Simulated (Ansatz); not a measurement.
## BN, pressure series

The parent structure is BN in the zinc blende structure (space group F-43m, No. 216; a = 3.624 Å).

Cell and atoms are relaxed at each pressure.

Calculations: PBE, PAW, 420 eV (Ansatz, a first-principles code; no spin-orbit coupling), earlier PAW set.

```tsv
pressure (GPa)	volume per atom (Å³/atom)
-2	5.982
-1	5.966
0	5.950
1.8	5.921
4.2	?
18	5.690
30	5.542
45	5.379
60	5.235
```

Question: Fit the third-order Birch–Murnaghan form P(V) = (3B₀/2)[(V₀/V)^(7/3) − (V₀/V)^(5/3)]·[1 + (3/4)(B₀′ − 4)((V₀/V)^(2/3) − 1)] (squares taken in P) to the rows shown and predict the withheld row.

Answer: Least squares on the printed values gives V₀ = 5.950 Å³/atom, B₀ = 371 GPa, B₀′ = 3.7; this predicts 5.884 Å³/atom, and the run gives 5.884 Å³/atom, in agreement.

Measured bulk modulus of BN: 410.2 GPa (static lattice; corrected from measurement; as listed in Daniel Mejia-Rodriguez, S. B. Trickey, Phys. Rev. B (2018)); the computed value is 9 % below it.

Load acts through the strain it causes; cell and atoms are relaxed under it. No phonon test of stability was made. No other phases were tried under pressure.
